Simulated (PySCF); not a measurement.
AlCl3, SMILES [Cl][Al]([Cl])[Cl]. Heavy atoms are numbered as in [Al:1]([Cl:2])([Cl:3])[Cl:4].

Geometry optimised at B3LYP-D3(BJ)/def2-SVP. The isomer is the one that the SMILES or the coordinates give; other isomers of the formula were not compared.

Computed with PBE/def2-TZVPD (PySCF).

Mulliken values depend strongly on the basis, most of all with diffuse functions as here. ESP charges are fitted to the potential on shells at 1.4 to 2.0 van der Waals radii. Atomic charges (e), one atom of each kind:

| atom | IAO | Mulliken | ESP fit |
|---|---|---|---|
| Al1 | ___ | 0.39 | 0.58 |
| Cl2 | ___ | -0.13 | -0.19 |

**Question.** What belongs in the gaps? (The exact figures need the calculation; the answer reports its results.)

**Answer.** 
- Al1, IAO: 0.94
- Cl2, IAO: -0.31
